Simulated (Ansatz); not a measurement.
## Worked example: correlation energy of HAlB, quartet

Geometry: a point of a stretch scan, not a stationary point.

```xyz
3

B     0.0000    0.0000   -1.5343
Al    0.0000    0.0000   -0.0213
H     0.0000    0.0000    1.5557
```

Basis 6-31G; Ansatz 0.2.0. Only valence electrons are correlated (noble-gas cores frozen), which leaves 7 electrons in 18 orbitals. Prefix R: restricted or restricted open-shell reference; prefix U: unrestricted.

Full CI is exact within this basis and frozen core; it isn't the basis-set limit. The frozen core follows each run's orbitals, which can shift R against U totals by a few meV.

Runs differ by some tens of microhartree through their thresholds and, for an open shell, their frozen cores, so steps under 0.1 kcal/mol mean nothing.

```
    level  total energy (hartree)
      UHF             -266.874362
     UMP2             -266.924751
    UCCSD             -266.944257
 UCCSD(T)             -266.945800
   UCCSDT             -266.946455
UCCSDT(Q)             -266.946564
  UCCSDTQ             -266.946589
  full CI             -266.946571
```

Task: What is the correlation energy at full CI, and what share of it do UMP2 and UCCSDT recover?

Result: E(corr) = -266.946571 − (-266.874362) = -0.072209 hartree = -1.965 eV. UMP2: -0.050389 / -0.072209 = 69.78 %. UCCSDT: -0.072093 / -0.072209 = 99.84 %.

Task: By how many kcal/mol does UCCSD(T) miss full CI (1 hartree = 627.509 kcal/mol), and which steps make up the rest?

Result: -266.945800 − (-266.946571) = 0.000771 hartree = 0.48 kcal/mol. Steps: UCCSDT − UCCSD(T) = -0.41, UCCSDT(Q) − UCCSDT = -0.07, UCCSDTQ − UCCSDT(Q) = -0.02, full CI − UCCSDTQ = 0.01 kcal/mol. That is within 1 kcal/mol of the reference in this basis, which itself misses far more of the correlation at the basis-set limit.
